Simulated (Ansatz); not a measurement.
## Ansatz (development build ahead of 0.2.0) run

```yaml
crystal:
  periodic: [false, false, false]
  atoms:
    - { symbol: O, position_ang: [0.00491, -0.04802, -1.69516] }
    - { symbol: C, position_ang: [0.02622, -0.04103, -0.53705] }
    - { symbol: S, position_ang: [-0.04737, -0.00025, 1.02218] }
basis:
  gaussian: { orbitals: STO-3G }
hamiltonian:
  xc: hf
```

The input is written out in the form of the current development build from the run's settings.

The run gave:

```
Converged                       : yes
Total energy                    : -504.40272 hartree
Spin squared of the determinant : 0.000
```
